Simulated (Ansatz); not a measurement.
# FH₄NSi, SMILES N[SiH2]F: a relaxed scan of one distance

Program: the Python package of Ansatz (0.2.0).

The cells in order, each with its output:

In [1]:
```python
import ansatz as az
import numpy as np
```

In [2]:
```python
GEOMETRY = """
N    -0.69170    0.46150   -0.61620
Si    0.53050   -0.03390    0.35250
F     0.19180   -1.57660    0.59920
H    -0.68130   -0.07760   -1.45550
H    -1.60290    0.29560   -0.15240
H     0.49200    0.73850    1.62150
H     1.82280    0.12460   -0.39480
"""
```

In [3]:
```python
fh4nsi = az.Crystal.molecule()
for line in GEOMETRY.strip().splitlines():
    symbol, *xyz = line.split()
    fh4nsi = fh4nsi.atom(symbol, [float(v) for v in xyz])
```

In [4]:
```python
calc = fh4nsi.calculation().basis(gaussian="def2-SVP").functional("B3LYP")
symbols = [site.symbol for site in fh4nsi.cartesian_sites]
pairs = [(0, 1), (0, 3), (0, 4), (1, 2), (1, 5), (1, 6)]
print("held (A)   E (eV)        ", "  ".join(f"{symbols[i]}{i}-{symbols[j]}{j}" for i, j in pairs))
for length in [0.95, 1.04, 1.12, 1.24, 1.4]:
    rep = calc.relax(constraints=[az.DistanceConstraint((0, 4), at=length)], force_tolerance=0.02, max_steps=60).run(threads=1).report
    xyz = np.array(rep["positions_ang"])
    print(f"{length:6.2f} {rep['free_energy_ev']:14.5f}  ", "  ".join(f"{np.linalg.norm(xyz[i] - xyz[j]):.3f}" for i, j in pairs))
```
```text
held (A)   E (eV)         N0-Si1  N0-H3  N0-H4  Si1-F2  Si1-H5  Si1-H6
DeckWarning: relax.constraints: the input's atoms, or those drawn, lie off the distances that are held; a relaxation that starts there is brought onto them ahead of its first SCF, by positions alone, an atom by 4.29e-2 Å at the most. With the symmetry detection on, the symmetry is detected on the input's atoms as so [...]
  0.95   -12146.59169   1.712  1.015  0.950  1.635  1.484  1.484
  1.04   -12146.68921   1.714  1.016  1.040  1.636  1.484  1.484
  1.12   -12146.50596   1.715  1.017  1.120  1.636  1.483  1.484
  1.24   -12145.98924   1.722  1.019  1.240  1.636  1.483  1.485
  1.40   -12145.13719   1.731  1.022  1.400  1.635  1.482  1.486
```

What to keep in mind:
- Total energies depend on the basis set; only differences at equal settings carry meaning.
- Warnings are shown shortened and without file and line.
- The energies are electronic: no zero-point or thermal terms, and the basis set is short of its limit.
- b3lyp holds the VWN-RPA fit, as in Gaussian; the form of ORCA and Turbomole is b3lyp5.
- Wall time of the script: 70 s on 1 thread of Arm Neoverse V1, on a shared host, peak memory 0.21 GiB.

(Lines on the test bed's own set-up are left out of the output.)
